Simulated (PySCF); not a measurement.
# Protonation sites of `C#CP1(=S)C=C1` (C4H3PS)

Molecule: `C#CP1(=S)C=C1` (C4H3PS). Non-hydrogen atoms are numbered in `[CH:1]#[C:2][P:3]1(=[S:4])[CH:5]=[CH:6]1`.

Computed at PBE0-D3(BJ)/def2-TZVP // PBE0-D3(BJ)/def2-SVP with PySCF (density fitting, grid level 2). Thermal corrections: GFN2-xTB frequencies, unscaled, ideal gas at 298.15 K and 1 bar, quasi-RRHO entropy. These were taken at the GFN2-xTB minima.

| site | product | PA / kJ/mol | GB / kJ/mol |
| --- | --- | --- | --- |
| S4 (sulfur) | `C#CP1(=[SH+])C=C1` | 868 | 840 |

PA is −ΔH and GB is −ΔG of B + H⁺ → BH⁺ in the gas phase. Sites whose products fell apart, merged with another or lost in a GFN2-xTB screen aren't listed.

In benzonitrile the product from S4 is solvated 188 kJ/mol more strongly than the parent (electrostatics only).

In DMSO the product from S4 is solvated 192 kJ/mol more strongly than the parent (electrostatics only).
